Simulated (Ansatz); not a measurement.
`[NH2][Mg][SH]` + HCl → `[SH][Mg][Cl]` + NH₃ at 700 K and 1 bar (ligand exchange at a Mg–N bond).

Calculated with Ansatz (gas phase, PBE0-D4/def2-TZVP geometries, no zero-point term in ΔE). CCSD(T)/CBS is the MP2 limit (def2-TZVPP, def2-QZVPP) plus CCSD(T) − MP2 in def2-TZVPP, frozen cores. This one scheme is used for every species. For Mg outer-core shells are correlated without core-valence functions, which leaves a few kJ/mol of doubt a bond. One conformer a species, not always the lowest.

| species | CCSD(T)/CBS energy (Eh) | H − E (kJ/mol) | S (J/(mol·K)) |
| --- | --- | --- | --- |
| `[NH2][Mg][SH]` | -654.24476 | 142.4 | 394.7 |
| HCl | -460.38127 | 38.4 | 211.8 |
| `[SH][Mg][Cl]` | -1058.17129 | 70.2 | 363.1 |
| NH₃ | -56.50880 | 116.9 | 226.5 |

H − E and S are ideal-gas, rigid-rotor, harmonic terms from PBE0-D4/def2-TZVP, for one conformer and one mirror image of each species. 1 Eh = 2625.50 kJ/mol, R = 8.31446 J/(mol·K).

**Question.** By hand: ΔE, ΔH, ΔS and ΔG.

**Answer.** ΔE = (-1058.17129) + (-56.50880) − (-654.24476) − (-460.38127) = -0.05406 Eh = -141.9 kJ/mol. Δ(H − E) = 70.2 + 116.9 − 142.4 − 38.4 = 6.3, so ΔH = -135.6 kJ/mol. ΔS = 363.1 + 226.5 − 394.7 − 211.8 = -16.9 J/(mol·K). ΔG = -135.6 − 700 × (-16.9)/1000 = -123.8 kJ/mol.

**Question.** By hand: the equilibrium constant, and the temperature at which ΔG would vanish if ΔH and ΔS stayed fixed.

**Answer.** log₁₀ K = −ΔG/(RT ln 10) = 9.2. ΔG = 0 at ΔH/ΔS = 8024 K, far beyond where these terms or the molecules hold.

ΔH outweighs TΔS. A doubt of 5 kJ/mol in ΔE shifts log₁₀ K by 0.4 here. Other conformers and mirror images would add mixing entropy, several J/(mol·K) or more a flexible species. These are equilibria of isolated gas molecules and say nothing of rates. Largest T1 diagnostic: 0.009 (customary marks: 0.02 for closed shells, 0.045 for open ones).
